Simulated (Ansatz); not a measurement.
One change: `OC(F)F` becomes `CC(O)(F)F`.

Ansatz, PBE0-D4/def2-TZVP geometries, multiplicity 1. Each molecule was computed in one conformer, which needn't be the lowest.

| property | `OC(F)F` |
| --- | --- |
| size of the dipole moment (PBE/def2-TZVPP) / D | 0.76 |
| HOMO–LUMO gap (PBE/def2-TZVPP) / eV | 8.33 |
| HOMO energy (ωB97M-V/def2-TZVPP) / eV | -12.57 |
| HOMO–LUMO gap (B3LYP/def2-TZVPP) / eV | 10.45 |
| HOMO energy (PBE/def2-TZVPP) / eV | -8.12 |
| HOMO–LUMO gap (PBE0/def2-TZVPP) / eV | 11.17 |

What does the change do to each property? (An estimate is asked.)

The calculation gave: 
```
                                      property  `CC(O)(F)F`  shift
size of the dipole moment (PBE/def2-TZVPP) / D         0.78   0.02
           HOMO–LUMO gap (PBE/def2-TZVPP) / eV         8.11  -0.22
         HOMO energy (ωB97M-V/def2-TZVPP) / eV       -12.29   0.28
         HOMO–LUMO gap (B3LYP/def2-TZVPP) / eV        10.21  -0.24
             HOMO energy (PBE/def2-TZVPP) / eV        -7.85   0.27
          HOMO–LUMO gap (PBE0/def2-TZVPP) / eV        10.91  -0.26
```

The zero-point energy changes by 71.3 kJ/mol with +9 modes. Dipoles are sizes alone; their direction can turn.

B3LYP here is the variant with VWN-RPA as its local correlation; programs differ in this.
